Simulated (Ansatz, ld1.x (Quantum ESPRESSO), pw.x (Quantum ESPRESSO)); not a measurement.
**From atom to crystal: RRKJ potential for boron**

B (Z = 5), norm-conserving RRKJ (Kleinman–Bylander form), made with ld1.x (Quantum ESPRESSO) 7.5 (PBEsol, scalar-relativistic). Core [He], reference 2s2 2p1. Waves: 2s (bound): rc 1.30 bohr; 2p (bound): rc 1.90 bohr; 3d channel at 0.1 Ry: rc 1.80 bohr. Local part: all-electron potential smoothed inside 1.25 bohr (lloc = -1). Core correction: none.

Atomic tests: cutoffs needed: 30 Ry and 45 Ry (the cutoffs (Ry, on a coarse ladder) from which the occupation-weighted sum of valence levels, in a spherical-Bessel basis at the reference potential, stays within 10 and 1 mRy of its value at 400 Ry); ghost test: no extra level below or beside the all-electron valence levels (s, p, d, f tested) (spherical-Bessel basis up to 400 Ry, 20 bohr box); largest excitation error: +102 meV (all-electron minus pseudo) for 2s1 2p0, out of 7 test configurations.

Crystal test: fcc B in pw.x 7.5, no spin, 18³ k-points, Fermi–Dirac smearing 0.01 Ry, cutoffs 55/220 Ry. The reference is all-electron LAPW (Ansatz 0.2.0) with the same functional, mesh and smearing; V0 and B0 come from Birch–Murnaghan fits to the pressures at five volumes. Errors are pseudo minus all-electron; Δ is the rms difference of the E(V) curves that follow from these fits, minima aligned, over ±6 % about the mean V0. Mesh and smearing are coarse, so the numbers serve the comparison and aren't converged zero-temperature values; the lattice is a test structure that the element need not adopt.

```
V (Å³/atom)  P all-electron (GPa)  P pseudo (GPa)
      5.544                 15.12           11.78
      5.690                  6.84            3.88
      5.836                 -0.51           -3.14
      5.982                 -7.04           -9.37
      6.128                -12.83          -14.91
```

All-electron: a0 = 2.856 Å (V0 = 5.83 Å³/atom), B0 = 278.7 GPa.

Pseudopotential: mean pressure error (GPa): -2.67; a0 (Å): 2.847; a0 error (%): -0.33; B0 error (%): -1.0; Δ (meV/atom): 3.5.

Problem. At the middle volume, how do free energy and pressure move when the wave cutoff is lowered (ecutrho kept at four times it)?

Solution.

```json
{"cutoff (Ry)": "25", "shift of F (meV/atom)": "+157.5", "shift of P (GPa)": "-12.22"}
{"cutoff (Ry)": "33", "shift of F (meV/atom)": "+37.8", "shift of P (GPa)": "-3.29"}
{"cutoff (Ry)": "44", "shift of F (meV/atom)": "+6.2", "shift of P (GPa)": "-0.69"}
```

The 8 pw.x runs together took about 25 s on one core of a shared server CPU.
